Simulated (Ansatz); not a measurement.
Two isomers of C6H10: A = `CC#CCCC`, B = `C=CC(=C)CC`.

Calculated with Ansatz (gas phase, PBE0-D4/def2-TZVP geometries, no zero-point term in ΔE). CCSD(T)/CBS is the MP2 limit (def2-TZVPP, def2-QZVPP) plus CCSD(T) − MP2 in def2-TZVPP, frozen cores. DFT in def2-TZVPP. B3LYP here is the variant with VWN-RPA as its local correlation; programs differ in this. Each species was taken in one conformer, which may not be the lowest.

A:

```xyz
16

C     1.2604   -2.7756   -0.6357
C     0.7334   -1.4281   -0.7460
C     0.2943   -0.3128   -0.8442
C    -0.2295    1.0418   -0.9336
C    -0.2549    1.7704    0.4124
C    -1.1546    1.1008    1.4342
H     1.1128   -3.1744    0.3713
H     0.7635   -3.4503   -1.3377
H     2.3320   -2.7992   -0.8507
H     0.3729    1.6126   -1.6483
H    -1.2447    1.0077   -1.3467
H    -0.5872    2.7986    0.2371
H     0.7670    1.8314    0.7987
H    -1.1464    1.6408    2.3834
H    -2.1893    1.0611    1.0814
H    -0.8298    0.0754    1.6247
```

B:

Z-matrix (Å, degrees):
```
C
C 1 1.526
C 1 1.502 2 112.9
H 1 1.095 2 109.6 3 122.5
H 1 1.093 2 109.3 3 -121.2
H 2 1.092 1 110.5 3 61.5
H 2 1.092 1 110.8 3 -178.7
H 2 1.091 1 111.6 3 -58.2
C 3 1.460 1 119.5 2 76.5
C 3 1.336 1 121.3 2 -102.7
C 9 1.332 3 126.3 1 4.8
H 9 1.088 3 115.1 1 -176.0
H 10 1.084 3 121.6 1 -1.7
H 10 1.085 3 121.3 1 178.4
H 11 1.084 9 122.3 3 -0.6
H 11 1.083 9 121.0 3 179.1
```

Task: Which is lower in electronic energy at CCSD(T)/CBS, and by how much? (Estimate.)

Result: The calculation gave: B, by 45.9 kJ/mol.

Task: Give E(B) − E(A) in kJ/mol with B2PLYP, BLYP-D4, ωB97M-V, CCSD/def2-TZVPP, MP2/def2-TZVPP, B3LYP, CCSD(T)/def2-TZVPP. (Best estimate.)

Result: Computed: B2PLYP -39.3, BLYP-D4 -54.9, ωB97M-V -42.1, CCSD/def2-TZVPP -41.8, MP2/def2-TZVPP -34.4, B3LYP -42.2, CCSD(T)/def2-TZVPP -46.4. None reverses the order clearly.

Task: Does the order hold for the free energy at 298.15 K (harmonic terms from PBE0-D4)? (Best estimate.)

Result: The calculation gave: Yes: G(B) − G(A) = -38.3 kJ/mol, for one conformer each. Modes under 60 cm⁻¹, often nearly free rotors, make the harmonic entropy too high.

Largest T1 diagnostic: 0.010.

The D4 term adds −8.3 kJ/mol with B3LYP and −4.5 kJ/mol with PBE0; it sums over pairs of atoms, weighted by their polarisabilities, and B3LYP, whose exchange is more repulsive, gets the larger term. Leaving LDA and LC-ωPBE aside and taking each functional with its dispersion term where it has one, the values, not all of them listed here, spread over 17.9 kJ/mol, from revPBE-D4 to PBE-QIDH. LDA lies −5.8 kJ/mol from PBE without D4.
